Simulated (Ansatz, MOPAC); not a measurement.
Barrier height from H + H2O (SMILES O) to the transition structure H3O, without zero-point energy, on the benchmark's geometries as Psi4's copy of the set gives them.
Transition structure (charge 0, multiplicity 2, Z-matrix in Å and degrees):
```
O
H 1 0.9680
H 1 1.3166 2 97.20
H 3 0.8333 1 165.49 2 -0.08
```

Open shells are unrestricted; no spin–orbit coupling.

Cores are frozen in the correlated methods. CBS(a, b) extrapolates the correlation energy as X⁻³ and adds the Hartree–Fock energy of set b. The state that AM1 reach isn't checked.

The values were computed with Ansatz (Gaussian orbitals); MOPAC for AM1 (differences of heats of formation). Values without a source in brackets are computed.

```json
[
 {"level": "AM1", "barrier height (eV)": "0.695"},
 {"level": "SVWN5/def2-TZVPPD", "barrier height (eV)": "0.481"},
 {"level": "r2SCAN/def2-TZVPPD", "barrier height (eV)": "0.543"},
 {"level": "PBE0/def2-TZVPPD", "barrier height (eV)": "0.747"},
 {"level": "BHLYP/def2-TZVPPD", "barrier height (eV)": "0.707"},
 {"level": "wB97X-V/def2-TZVPPD", "barrier height (eV)": "0.799"},
 {"level": "CCSD(T)/cc-pVDZ", "barrier height (eV)": "0.834"},
 {"level": "CCSD(T)/aug-cc-pVTZ", "barrier height (eV)": "(withheld)"},
 {"level": "MP2/CBS(aug-cc-pVTZ, aug-cc-pVQZ) + ΔCCSD(T)/aug-cc-pVTZ", "barrier height (eV)": "(withheld)"}
]
```

### Question
Fill in the missing entries.

### Answer

- CCSD(T)/aug-cc-pVTZ, barrier height (eV): 0.891
- MP2/CBS(aug-cc-pVTZ, aug-cc-pVQZ) + ΔCCSD(T)/aug-cc-pVTZ, barrier height (eV): 0.925

Ansatz is a first-principles code.
